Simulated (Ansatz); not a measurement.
This geometry of C3H6N2O (12 atoms, charge 0, multiplicity 1) is a first-order saddle point.

Level of theory: Ansatz, RKS BLYP/STO-3G.

```xyz
12
Properties=species:S:1:pos:R:3
C -0.492 -1.165 0.978
N 0.570 -0.244 0.313
C 0.694 -0.318 -1.263
N 0.407 1.239 -1.368
C 0.143 1.146 -0.016
O -0.268 2.095 0.944
H -0.039 -1.632 1.880
H -0.799 -1.969 0.275
H -1.390 -0.585 1.287
H 1.714 -0.624 -1.602
H -0.096 -0.945 -1.743
H -0.366 2.948 0.351
```

**Question.** Which two structures does it join? (They come from a converged band through this point; their orientation in space is the band's.)

**Answer.** No bond is made or broken. The dihedral H8–C1–N2–C3 goes from -43 to 79°. The two ends are copies of one structure, up to a mirror image or an exchange of like atoms.

First end point:

```xyz
12
Properties=species:S:1:pos:R:3
C -0.486 -1.074 1.051
N 0.536 -0.068 0.472
C 0.996 -0.366 -1.014
N 0.449 1.048 -1.482
C -0.060 1.129 -0.202
O -0.815 2.119 0.462
H 0.067 -1.992 1.345
H -1.298 -1.348 0.335
H -0.936 -0.615 1.958
H 2.104 -0.485 -1.106
H 0.458 -1.225 -1.485
H -0.936 2.823 -0.299
```

Last end point:

```xyz
12
Properties=species:S:1:pos:R:3
C -0.470 -1.184 0.934
N 0.599 -0.272 0.289
C 0.624 -0.288 -1.295
N 0.330 1.271 -1.329
C 0.163 1.138 0.034
O -0.166 2.062 1.047
H -0.589 -0.869 1.993
H -0.091 -2.229 0.906
H -1.462 -1.140 0.423
H 1.622 -0.578 -1.707
H -0.193 -0.901 -1.749
H -0.290 2.936 0.488
```

**Question.** How far does it lie above each of them?

**Answer.** 2.3 kcal/mol above the first and 2.3 kcal/mol above the second. This is the barrier of this one path; another mechanism may lie lower. Limits of this set-up: minimal basis.

Run time: 3.6 min on 1 CPU thread of a shared host.
